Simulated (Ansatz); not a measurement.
Lattice parameter a (Å) of solids drawn from the class of elemental solids other than molecular ones, at two levels: PBE in Ansatz (PAW), and PBE-D4 (Ansatz, a program for electronic structure, PAW).

```csv
solid,PBE,PBE-D4,shift (%)
bcc Mo,3.161,3.137,-0.76
fcc Pd,3.943,3.907,-0.91
bcc W,3.184,3.161,-0.72
bcc Fe,2.831,2.809,-0.78
diamond,3.572,3.557,-0.42
grey tin (α-Sn),6.655,6.563,-1.38
bcc Cs,6.162,6.068,-1.53
fcc Rh,3.830,3.789,-1.07
fcc Pt,3.970,3.934,-0.91
diamond-structure Ge,5.761,5.694,-1.16
```

The shifts run from -1.53 % to -0.42 %, with a median of -0.91 %.

Of 10 rows, PBE-D4 is the larger in 0 and the smaller in 10.

Ansatz's runs of these crystals have no spin polarisation, but for bcc Fe.

Density-functional runs with spin start from parallel moments for bcc Fe.

Spin–orbit coupling is left out, also for the solids with elements from indium on (bcc W, grey tin (α-Sn), bcc Cs, fcc Pt); its size isn't shown.

Caveats: the gap of the solid is closed in this run (diamond-structure Ge). Ansatz's density-functional and Hartree–Fock values are scalar-relativistic unless marked +SOC, with PAW data made under PBE.
